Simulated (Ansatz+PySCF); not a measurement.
The numbers below are computed, except where a source is named.
This PySCF input gave a total energy of -78.99450 hartree.

```python
from pyscf import gto, dft

mol = gto.M(atom="""
C 0.000000 0.015790 -0.690240
C 0.000000 -0.042130 0.790430
H 0.933750 0.014770 1.355750
H -0.933750 0.014770 1.355750
H 0.000000 1.060060 -1.066000
H 0.891430 -0.465760 -1.123340
H -0.891430 -0.465760 -1.123340
""", basis='def2-svp', charge=0, spin=1)
mf = dft.ROKS(mol, xc='pbe0')
mf.kernel()
print(mf.converged, mf.e_tot, mf.spin_square()[0])
```

Problem. Write an input for Ansatz with the same method and basis set.

Solution.

```yaml
crystal:
  periodic: [false, false, false]
  atoms:
    - { symbol: C, position_ang: [0.0, 0.01579, -0.69024] }
    - { symbol: C, position_ang: [0.0, -0.04213, 0.79043] }
    - { symbol: H, position_ang: [0.93375, 0.01477, 1.35575] }
    - { symbol: H, position_ang: [-0.93375, 0.01477, 1.35575] }
    - { symbol: H, position_ang: [0.0, 1.06006, -1.066] }
    - { symbol: H, position_ang: [0.89143, -0.46576, -1.12334] }
    - { symbol: H, position_ang: [-0.89143, -0.46576, -1.12334] }
basis:
  gaussian: { orbitals: def2-SVP }
magnetization:
  initial_magnetization: 1
hamiltonian:
  xc: pbe0
scf:
  omitted_lower_state_checks: [stability, starts, atomic_configurations, cluster_reference, orbital_swaps, given_window_search, neighbouring_geometries, increment]
```

Ansatz (development build ahead of 0.2.0) gave -78.99450 hartree, 0.03 meV from the first.
